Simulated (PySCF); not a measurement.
## Computed and reference excited states of cyclopentadienone, `O=C1C=CC=C1`

Published values to compare with (the computed states carry no symmetry labels, so the two lists aren't matched line by line):

| state | E (eV) | f | kind of transition | source |
| --- | --- | --- | --- | --- |
| 3B2(π→π*) | 2.29 |  | vertical absorption | [1] |
| 3A2(n→π*) | 2.65 |  | vertical absorption | [1] |
| 1A2(n→π*) | 2.94 |  | vertical absorption | [1] |
| 1B2(π→π*) | 3.58 | 0.004 | vertical absorption | [1] |
| 3A1(π→π*) | 4.19 |  | vertical absorption | [1] |

[1] computed, theoretical best estimate (aug-cc-pVTZ, frozen core, CC3 geometry), gas; Veril, Scemama, Caffarel, Lipparini, Boggio-Pasqua, Jacquemin, Loos, WIREs Comput. Mol. Sci. 2021, 11, e1517 (QUESTDB)

Species: cyclopentadienone, C5H4O.
SMILES: `O=C1C=CC=C1`

Level of theory: TDDFT CAM-B3LYP/aug-cc-pVTZ, vertical, gas phase, core orbitals frozen in the response in PySCF. Isolated species at its PBE0-D3(BJ)/def2-TZVP geometry, gas phase.

Computed singlets: 2.99 eV (f 0.000); 3.21 eV (f 0.007); 6.32 eV (f 0.000); 6.34 eV (f 0.180); 6.68 eV (f 0.002); 6.88 eV (f 0.034); 7.02 eV (f 0.000); 7.11 eV (f 0.011); 7.33 eV (f 0.000); 7.38 eV (f 0.095). Computed triplets (Tamm–Dancoff): 2.03, 2.48, 4.03, 5.71 eV.

Problem. How does the lowest computed singlet compare with the best estimate listed for the lowest singlet (vertical absorption)?

Solution. 2.99 eV against 2.94 eV for 1A2(n→π*) [1]: a difference of +0.05 eV. Geometry and basis of the two calculations needn't be the same.

Problem. How does the lowest computed triplet compare with the best estimate listed for the lowest triplet (vertical absorption)?

Solution. 2.03 eV against 2.29 eV for 3B2(π→π*) [1]: a difference of -0.26 eV. Geometry and basis of the two calculations needn't be the same.

Hardware: an Intel Xeon 6975P-C with one thread, shared host. Cost: 44 s wall, 1.6 GiB resident at most.
